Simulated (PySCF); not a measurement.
Cl2: frontier orbitals

r²SCAN at R = 2.213 Å; PySCF, no relativity, basis sets Cl 3-21G. State: ¹Σg⁺ (singlet), closed shell. Only the outer orbitals are listed.

```tsv
orbital	occ.	ε (eV)	main shells (%)
σg	2	-23.69	94 s
σu	2	-20.59	100 s
σg	2	-12.14	94 p
πu	2	-10.05	100 p
πu	2	-10.05	100 p
πg	2	-8.20	100 p
πg	2	-8.20	100 p
σu	0	-6.16	100 p
σg	0	11.64	98 s
σu	0	13.37	59 p, 41 s
```

Problem. Which are the highest filled and the lowest empty level, where do they sit, and how wide is the gap?

Solution. Highest filled πg at -8.20 eV (in %: 100 p); lowest empty σu at -6.16 eV (in %: 100 p); the gap at r²SCAN is 2.04 eV.

The bond order (Mayer) is 0.97 and the ⟨S²⟩ is 0.000.

3-21G is very small, so such numbers show the basis as much as the molecule.
